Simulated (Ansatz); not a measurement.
in.yaml

```yaml
crystal:
  periodic: [false, false, false]
  atoms:
    - {symbol: O, position_ang: [0.000000, 0.000000, 0.000000]}
    - {symbol: H, position_ang: [0.000000, 0.000000, 1.048000]}
basis:
  gaussian: {orbitals: "6-31++G**", fitting: {mean_field: def2-universal-jkfit}}
magnetization: {spin_polarized: false, initial_magnetization: 1}
correlation: {method: fic_nevpt4_sd, electrons: all, active_space: {window: {electrons: 1, orbitals: 4}}}
```

```sh
$ ansatz run in.yaml --threads 1 --pin off --events-out ev --progress --plain --max-ram 2393MiB
```

The program prints:

```
95 factors; integrals over basis functions are off by at most 1.8e-1 eV
mean field evaluation 1: about -2050.8099 eV, gradient 1.3e1 eV
mean field evaluation 2: about -2051.1892 eV, gradient 4.4e0 eV
mean field evaluation 4: about -2051.2433 eV, gradient 2.4e-1 eV
mean field evaluation 8: about -2051.2437 eV, gradient 8.6e-7 eV
mean field -2051.24366122 eV, -75.3818141670 hartree, gradient 8.6e-7 eV, S^2 0.750000; 2 other end points of the search recorded, 0 dependent functions left out
reference -2051.24366122 eV, -75.3818141670 hartree; 5, 4 occupied and 20, 21 virtual orbitals, 95 factors
state -2051.24366122 eV, -75.3818141670 hartree
state -2051.24366122 eV, -75.3818141670 hartree; corrected -2055.96732140 eV, -75.5554054767 hartree
WARN: 3 active orbitals are nearly empty or full. The corrections depend on them more than the energy does, and are more stable in an active space without them
Total energy: -2055.96732140 eV, -75.5554054767 hartree
```

Ran on 1 thread of Arm Neoverse V1, shared host: 0.42 s wall, 0.08 GiB peak host memory.
